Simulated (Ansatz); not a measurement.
# SiCl (quartet): RPA-PBE over a scan of the distance Si1–Cl2, 6-31G

Aim: run SiCl (quartet) with these functionals over a scan of the distance Si1–Cl2, and hold them against the top wave-function level at the same points.

Method: 6-31G, all electrons in the functionals, frozen cores in the correlation of double hybrids and RPA; program: Ansatz 0.2.0, Gaussian basis.

To be run: RPA-PBE, at 1.656 Å; 1.866 Å; 2.058 Å; 2.305 Å; 2.458 Å; 2.897 Å; 3.239 Å; 3.886 Å; 4.472 Å; 5.514 Å; 7.028 Å.

17 further runs of the same task are left out: 14 that didn't finish, 3 set aside as unsound or not needed.

## 1. What is computed

The geometry derives from a PBE0/def2-TZVP stationary point (not a proven minimum). One bond is set to the value named and the two fragments are kept rigid.

2 atoms, charge 0, spin multiplicity 4.

Atoms are counted from 1 here; the program's logs count them from 0.

Bond lengths: Si1–Cl2 2.058 Å.

No dispersion term is added.

The geometry shown and the zero of energy belong to the point 2.058 Å. The yardstick, FCI, and other wave-function levels (R restricted, U unrestricted, valence and pair active spaces) come from earlier runs.

## 2. RPA-PBE, 1.656 Å

File in.yaml:

```yaml
crystal:
  periodic: [false, false, false]
  atoms:
    - {symbol: Si, position_ang: [0.000000, 0.000000, 0.000000]}
    - {symbol: Cl, position_ang: [0.000000, 0.000000, 1.656000]}
basis:
  gaussian: {orbitals: 6-31G}
magnetization: {spin_polarized: true, initial_magnetization: 3}
hamiltonian: {xc: {name: PBE}}
correlation: {method: rpa, electrons: outside_noble_gas}
```

On the command line:

```console
ansatz run in.yaml --threads 1 --pin off --events-out ev --progress --plain --max-ram 2393MiB
```

What it wrote:

```text
Functional definition: PBE
  name "PBE"
  cite "Perdew, Burke & Ernzerhof, Phys. Rev. Lett. 77, 3865 (1996) doi:10.1103/PhysRevLett.77.3865"
  parent pbe
  parameter kappa = 0.804
  parameter beta = 0.06672455060314922
  exchange = pbe_x(kappa = kappa, mu = beta*pi^2/3)
  correlation = pbe_c(beta = beta)
283 factors; integrals over basis functions are off by at most 8.6e-5 eV
mean field evaluation 1: about -20380.5812 eV, gradient 4.6e0 eV
mean field evaluation 2: about -20380.5779 eV, gradient 4.6e0 eV
mean field evaluation 4: about -20380.7992 eV, gradient 6.6e-1 eV
mean field evaluation 8: about -20380.8019 eV, gradient 1.8e-3 eV
mean field -20380.80190507 eV, -748.9806554076 hartree, gradient 7.6e-7 eV, S^2 3.750848; 0 other end points of the search recorded, 0 dependent functions left out
10 core orbitals not correlated: weight in the atoms' cores, before any rotation towards them, 1.000 or more for the frozen orbitals, at most 0.000 for the correlated occupied ones
reference -20356.48117830 eV, -748.0868851839 hartree; 7, 4 occupied and 9, 12 virtual orbitals, 283 factors
Total energy: -20359.13035076 eV, -748.1842404761 hartree
```

Wall time 1.1 s (1 thread of Arm Neoverse N1, shared host).

From the report: ⟨S²⟩ of the determinant 3.751 (pure quartet: 3.75).

## 3. RPA-PBE, 1.866 Å

Changes to in.yaml since step 2:

```diff
@@ -4,3 +4,3 @@
     - {symbol: Si, position_ang: [0.000000, 0.000000, 0.000000]}
-    - {symbol: Cl, position_ang: [0.000000, 0.000000, 1.656000]}
+    - {symbol: Cl, position_ang: [0.000000, 0.000000, 1.866000]}
 basis:
```

Same command.

What it wrote:

```text
Functional definition: PBE
  name "PBE"
  cite "Perdew, Burke & Ernzerhof, Phys. Rev. Lett. 77, 3865 (1996) doi:10.1103/PhysRevLett.77.3865"
  parent pbe
  parameter kappa = 0.804
  parameter beta = 0.06672455060314922
  exchange = pbe_x(kappa = kappa, mu = beta*pi^2/3)
  correlation = pbe_c(beta = beta)
280 factors; integrals over basis functions are off by at most 1.0e-4 eV
mean field evaluation 1: about -20383.9522 eV, gradient 3.6e0 eV
mean field evaluation 2: about -20383.9524 eV, gradient 3.6e0 eV
mean field evaluation 4: about -20384.1498 eV, gradient 7.2e-1 eV
mean field evaluation 8: about -20384.1547 eV, gradient 3.7e-3 eV
mean field -20384.15473288 eV, -749.1038695570 hartree, gradient 1.6e-6 eV, S^2 3.750830; 0 other end points of the search recorded, 0 dependent functions left out
10 core orbitals not correlated: weight in the atoms' cores, before any rotation towards them, 1.000 or more for the frozen orbitals, at most 0.000 for the correlated occupied ones
reference -20359.88089752 eV, -748.2118225611 hartree; 7, 4 occupied and 9, 12 virtual orbitals, 280 factors
Total energy: -20362.71628337 eV, -748.3160210691 hartree
```

It took 1 s on 1 thread of Arm Neoverse N1, shared host.

From the report: ⟨S²⟩ of the determinant 3.751 (pure quartet: 3.75).

## 4. RPA-PBE, 2.058 Å

Changes to in.yaml since step 3:

```diff
@@ -4,3 +4,3 @@
     - {symbol: Si, position_ang: [0.000000, 0.000000, 0.000000]}
-    - {symbol: Cl, position_ang: [0.000000, 0.000000, 1.866000]}
+    - {symbol: Cl, position_ang: [0.000000, 0.000000, 2.057900]}
 basis:
```

Launched as before.

What it wrote, shortened:

```text
Functional definition: PBE
  name "PBE"
  cite "Perdew, Burke & Ernzerhof, Phys. Rev. Lett. 77, 3865 (1996) doi:10.1103/PhysRevLett.77.3865"
  parent pbe
[...]
280 factors; integrals over basis functions are off by at most 1.1e-4 eV
[...]
mean field -20385.22790839 eV, -749.1433080296 hartree, gradient 7.5e-6 eV, S^2 3.750689; 5 other end points of the search recorded, 0 dependent functions left out
10 core orbitals not correlated: weight in the atoms' cores, before any rotation towards them, 1.000 or more for the frozen orbitals, at most 0.000 for the correlated occupied ones
reference -20360.92098576 eV, -748.2500450988 hartree; 7, 4 occupied and 9, 12 virtual orbitals, 280 factors
Total energy: -20363.94685856 eV, -748.3612438732 hartree
```

Wall time 2.6 s (1 thread of Arm Neoverse N1, shared host).

From the report: ⟨S²⟩ of the determinant 3.751 (pure quartet: 3.75).

## 5. RPA-PBE, 2.305 Å

Changes to in.yaml since step 4:

```diff
@@ -4,3 +4,3 @@
     - {symbol: Si, position_ang: [0.000000, 0.000000, 0.000000]}
-    - {symbol: Cl, position_ang: [0.000000, 0.000000, 2.057900]}
+    - {symbol: Cl, position_ang: [0.000000, 0.000000, 2.305000]}
 basis:
```

Launched as before.

What it wrote, shortened:

```text
Functional definition: PBE
  name "PBE"
  cite "Perdew, Burke & Ernzerhof, Phys. Rev. Lett. 77, 3865 (1996) doi:10.1103/PhysRevLett.77.3865"
  parent pbe
[...]
280 factors; integrals over basis functions are off by at most 1.2e-4 eV
[...]
mean field -20385.43948276 eV, -749.1510832441 hartree, gradient 5.5e-6 eV, S^2 3.750665; 7 other end points of the search recorded, 0 dependent functions left out
10 core orbitals not correlated: weight in the atoms' cores, before any rotation towards them, 1.000 or more for the frozen orbitals, at most 0.000 for the correlated occupied ones
reference -20361.05550928 eV, -748.2549887470 hartree; 7, 4 occupied and 9, 12 virtual orbitals, 280 factors
Total energy: -20364.33793639 eV, -748.3756157183 hartree
```

Wall time 3.2 s (1 thread of Arm Neoverse N1, shared host).

From the report: ⟨S²⟩ of the determinant 3.751 (pure quartet: 3.75).

From 2.058 Å: -0.391 eV.

## 6. RPA-PBE, 2.458 Å

Changes to in.yaml since step 5:

```diff
@@ -4,3 +4,3 @@
     - {symbol: Si, position_ang: [0.000000, 0.000000, 0.000000]}
-    - {symbol: Cl, position_ang: [0.000000, 0.000000, 2.305000]}
+    - {symbol: Cl, position_ang: [0.000000, 0.000000, 2.458000]}
 basis:
```

Launched as before.

What it wrote, shortened:

```text
Functional definition: PBE
  name "PBE"
  cite "Perdew, Burke & Ernzerhof, Phys. Rev. Lett. 77, 3865 (1996) doi:10.1103/PhysRevLett.77.3865"
  parent pbe
[...]
280 factors; integrals over basis functions are off by at most 1.2e-4 eV
[...]
mean field -20385.31657458 eV, -749.1465664520 hartree, gradient 3.2e-6 eV, S^2 3.751111; 10 other end points of the search recorded, 0 dependent functions left out
10 core orbitals not correlated: weight in the atoms' cores, before any rotation towards them, 1.000 or more for the frozen orbitals, at most 0.000 for the correlated occupied ones
reference -20360.91763827 eV, -748.2499220806 hartree; 7, 4 occupied and 9, 12 virtual orbitals, 280 factors
Total energy: -20364.35683032 eV, -748.3763100572 hartree
```

Wall time 4.8 s (1 thread of Arm Neoverse N1, shared host).

From the report: ⟨S²⟩ of the determinant 3.751 (pure quartet: 3.75).

From 2.058 Å: -0.410 eV.

## 7. RPA-PBE, 2.897 Å

Changes to in.yaml since step 6:

```diff
@@ -4,3 +4,3 @@
     - {symbol: Si, position_ang: [0.000000, 0.000000, 0.000000]}
-    - {symbol: Cl, position_ang: [0.000000, 0.000000, 2.458000]}
+    - {symbol: Cl, position_ang: [0.000000, 0.000000, 2.897000]}
 basis:
```

The command is unchanged.

What it wrote, shortened:

```text
Functional definition: PBE
  name "PBE"
  cite "Perdew, Burke & Ernzerhof, Phys. Rev. Lett. 77, 3865 (1996) doi:10.1103/PhysRevLett.77.3865"
  parent pbe
[...]
280 factors; integrals over basis functions are off by at most 1.5e-4 eV
[...]
mean field -20384.90230198 eV, -749.1313422147 hartree, gradient 1.7e-6 eV, S^2 3.752222; 15 other end points of the search recorded, 0 dependent functions left out
10 core orbitals not correlated: weight in the atoms' cores, before any rotation towards them, 1.000 or more for the frozen orbitals, at most 0.000 for the correlated occupied ones
reference -20360.70419934 eV, -748.2420783448 hartree; 7, 4 occupied and 9, 12 virtual orbitals, 280 factors
Total energy: -20364.46164723 eV, -748.3801620077 hartree
```

It took 11 s on 1 thread of Arm Neoverse N1, shared host.

From the report: ⟨S²⟩ of the determinant 3.752 (pure quartet: 3.75).

From 2.058 Å: -0.515 eV.

## 8. RPA-PBE, 3.239 Å

Changes to in.yaml since step 7:

```diff
@@ -4,3 +4,3 @@
     - {symbol: Si, position_ang: [0.000000, 0.000000, 0.000000]}
-    - {symbol: Cl, position_ang: [0.000000, 0.000000, 2.897000]}
+    - {symbol: Cl, position_ang: [0.000000, 0.000000, 3.239000]}
 basis:
```

The command is unchanged.

What it wrote, shortened:

```text
Functional definition: PBE
  name "PBE"
  cite "Perdew, Burke & Ernzerhof, Phys. Rev. Lett. 77, 3865 (1996) doi:10.1103/PhysRevLett.77.3865"
  parent pbe
[...]
280 factors; integrals over basis functions are off by at most 1.5e-4 eV
[...]
mean field -20384.76839541 eV, -749.1264212390 hartree, gradient 1.3e-6 eV, S^2 3.750438; 19 other end points of the search recorded, 0 dependent functions left out
10 core orbitals not correlated: weight in the atoms' cores, before any rotation towards them, 1.000 or more for the frozen orbitals, at most 0.000 for the correlated occupied ones
reference -20361.07180694 eV, -748.2555876748 hartree; 7, 4 occupied and 9, 12 virtual orbitals, 280 factors
Total energy: -20364.56528207 eV, -748.3839705180 hartree
```

It took 9.5 s on 1 thread of Arm Neoverse N1, shared host.

From the report: ⟨S²⟩ of the determinant 3.750 (pure quartet: 3.75).

From 2.058 Å: -0.618 eV.

## 9. RPA-PBE, 3.886 Å

Changes to in.yaml since step 8:

```diff
@@ -4,3 +4,3 @@
     - {symbol: Si, position_ang: [0.000000, 0.000000, 0.000000]}
-    - {symbol: Cl, position_ang: [0.000000, 0.000000, 3.239000]}
+    - {symbol: Cl, position_ang: [0.000000, 0.000000, 3.886000]}
 basis:
```

Same command.

What it wrote, shortened:

```text
Functional definition: PBE
  name "PBE"
  cite "Perdew, Burke & Ernzerhof, Phys. Rev. Lett. 77, 3865 (1996) doi:10.1103/PhysRevLett.77.3865"
  parent pbe
[...]
280 factors; integrals over basis functions are off by at most 2.1e-4 eV
[...]
mean field -20384.68434363 eV, -749.1233323930 hartree, gradient 1.9e-8 eV, S^2 3.750207; 14 other end points of the search recorded, 0 dependent functions left out
10 core orbitals not correlated: weight in the atoms' cores, before any rotation towards them, 1.000 or more for the frozen orbitals, at most 0.000 for the correlated occupied ones
reference -20361.35484730 eV, -748.2659892162 hartree; 7, 4 occupied and 9, 12 virtual orbitals, 280 factors
Total energy: -20364.75431449 eV, -748.3909173314 hartree
```

Run time: 12 s. Hardware: 1 thread of Arm Neoverse N1, shared host.

From the report: ⟨S²⟩ of the determinant 3.750 (pure quartet: 3.75).

From 2.058 Å: -0.807 eV.

## 10. RPA-PBE, 4.472 Å

Changes to in.yaml since step 9:

```diff
@@ -4,3 +4,3 @@
     - {symbol: Si, position_ang: [0.000000, 0.000000, 0.000000]}
-    - {symbol: Cl, position_ang: [0.000000, 0.000000, 3.886000]}
+    - {symbol: Cl, position_ang: [0.000000, 0.000000, 4.472000]}
 basis:
```

Same command.

What it wrote, shortened:

```text
Functional definition: PBE
  name "PBE"
  cite "Perdew, Burke & Ernzerhof, Phys. Rev. Lett. 77, 3865 (1996) doi:10.1103/PhysRevLett.77.3865"
  parent pbe
[...]
280 factors; integrals over basis functions are off by at most 4.1e-4 eV
[...]
mean field -20384.64715300 eV, -749.1219656625 hartree, gradient 7.5e-10 eV, S^2 3.750176; 9 other end points of the search recorded, 0 dependent functions left out
10 core orbitals not correlated: weight in the atoms' cores, before any rotation towards them, 1.000 or more for the frozen orbitals, at most 0.000 for the correlated occupied ones
reference -20361.36984441 eV, -748.2665403498 hartree; 7, 4 occupied and 9, 12 virtual orbitals, 280 factors
Total energy: -20364.79458867 eV, -748.3923973802 hartree
```

Run time: 16 s. Hardware: 1 thread of Arm Neoverse N1, shared host.

From the report: ⟨S²⟩ of the determinant 3.750 (pure quartet: 3.75).

From 2.058 Å: -0.848 eV.

## 11. RPA-PBE, 5.514 Å

Changes to in.yaml since step 10:

```diff
@@ -4,3 +4,3 @@
     - {symbol: Si, position_ang: [0.000000, 0.000000, 0.000000]}
-    - {symbol: Cl, position_ang: [0.000000, 0.000000, 4.472000]}
+    - {symbol: Cl, position_ang: [0.000000, 0.000000, 5.514000]}
 basis:
```

The command is unchanged.

What it wrote, shortened:

```text
Functional definition: PBE
  name "PBE"
  cite "Perdew, Burke & Ernzerhof, Phys. Rev. Lett. 77, 3865 (1996) doi:10.1103/PhysRevLett.77.3865"
  parent pbe
[...]
280 factors; integrals over basis functions are off by at most 3.1e-4 eV
[...]
mean field -20384.62284715 eV, -749.1210724393 hartree, gradient 2.8e-11 eV, S^2 3.750160; 23 other end points of the search recorded, 0 dependent functions left out
10 core orbitals not correlated: weight in the atoms' cores, before any rotation towards them, 1.000 or more for the frozen orbitals, at most 0.000 for the correlated occupied ones
reference -20361.36970553 eV, -748.2665352460 hartree; 7, 4 occupied and 9, 12 virtual orbitals, 280 factors
Total energy: -20364.81373237 eV, -748.3931008981 hartree
```

Run time: 35 s. Hardware: 1 thread of Arm Neoverse N1, shared host.

From the report: ⟨S²⟩ of the determinant 3.750 (pure quartet: 3.75).

From 2.058 Å: -0.867 eV.

## 12. RPA-PBE, 7.028 Å

Changes to in.yaml since step 11:

```diff
@@ -4,3 +4,3 @@
     - {symbol: Si, position_ang: [0.000000, 0.000000, 0.000000]}
-    - {symbol: Cl, position_ang: [0.000000, 0.000000, 5.514000]}
+    - {symbol: Cl, position_ang: [0.000000, 0.000000, 7.028000]}
 basis:
```

Launched as before.

What it wrote, shortened:

```text
Functional definition: PBE
  name "PBE"
  cite "Perdew, Burke & Ernzerhof, Phys. Rev. Lett. 77, 3865 (1996) doi:10.1103/PhysRevLett.77.3865"
  parent pbe
[...]
280 factors; integrals over basis functions are off by at most 2.3e-4 eV
[...]
mean field -20384.61698598 eV, -749.1208570451 hartree, gradient 1.3e-10 eV, S^2 3.750159; 21 other end points of the search recorded, 0 dependent functions left out
10 core orbitals not correlated: weight in the atoms' cores, before any rotation towards them, 1.000 or more for the frozen orbitals, at most 0.000 for the correlated occupied ones
reference -20361.36705233 eV, -748.2664377428 hartree; 7, 4 occupied and 9, 12 virtual orbitals, 280 factors
Total energy: -20364.81711728 eV, -748.3932252912 hartree
```

Run time: 34 s. Hardware: 1 thread of Arm Neoverse N1, shared host.

From the report: ⟨S²⟩ of the determinant 3.750 (pure quartet: 3.75).

From 2.058 Å: -0.870 eV.

## 13. Against the wave-function levels

The yardstick is full CI for this spin, exact in this basis with these frozen cores. It comes from earlier runs at the same points. Energies in eV, counted from 2.058 Å; blanks weren't run or aren't comparable.

| level | 1.656 Å | 1.866 Å | 2.058 Å | 2.305 Å | 2.458 Å | 2.897 Å | 3.239 Å | 3.886 Å | 4.472 Å | 5.514 Å | 7.028 Å |
| --- | --- | --- | --- | --- | --- | --- | --- | --- | --- | --- | --- |
| FCI | 4.724 | 1.174 | 0.000 | -0.267 | -0.157 | 0.186 | 0.158 | 0.142 | 0.158 | 0.175 | 0.182 |
| RPA-PBE | 4.817 | 1.231 | 0.000 | -0.391 | -0.410 | -0.515 | -0.618 | -0.807 | -0.848 | -0.867 | -0.870 |

Largest miss and mean time a point (FCI took 4.9 min a point; shared hosts):

| level | largest miss (eV) | where | time a point |
| --- | --- | --- | --- |
| RPA-PBE | -1.052 | 7.028 Å | 12 s |

## 14. What came out

```
             quantity                value
span of the FCI curve             4.991 eV
largest miss, RPA-PBE  -1.052 eV (7.028 Å)
```

In words: RPA-PBE strays by up to 1.052 eV, at 7.028 Å. Functionals and the yardstick converge differently with the basis, so part of each miss in 6-31G is the basis.
